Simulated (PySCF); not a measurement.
**Ne: ionisation energy**

Ne [Ne] (1S) → Ne⁺ [He] 2s2 2p5 (2P), as a difference of total energies. Computed with PySCF 2.14 in x2c-QZVPPall, with the spin-free X2C one-electron Hamiltonian (Gaussian nucleus). Correlated levels: valence: 1s2 frozen. The calculations carry no spin-orbit coupling.

```json
{"method": "UHF", "ionisation energy (eV)": "19.641"}
{"method": "MP2 (valence)", "ionisation energy (eV)": "21.663"}
{"method": "SCS-MP2 (valence)", "ionisation energy (eV)": "21.523"}
{"method": "CCSD (valence)", "ionisation energy (eV)": "21.393"}
{"method": "CCSD(T) (valence)", "ionisation energy (eV)": "21.458"}
```

Task: How much does correlation contribute at CCSD(T) (valence)?

Result: 21.458 − (19.641) = 1.817 eV, measured against UHF.

A first-order spin-orbit estimate (lowest level to lowest level, LS coupling) adds -0.033 eV.

Errors of the correlated levels include the incompleteness of this basis and the frozen core.

For comparison: 21.565 eV (measured; NIST Atomic Spectra Database, ionization energies).
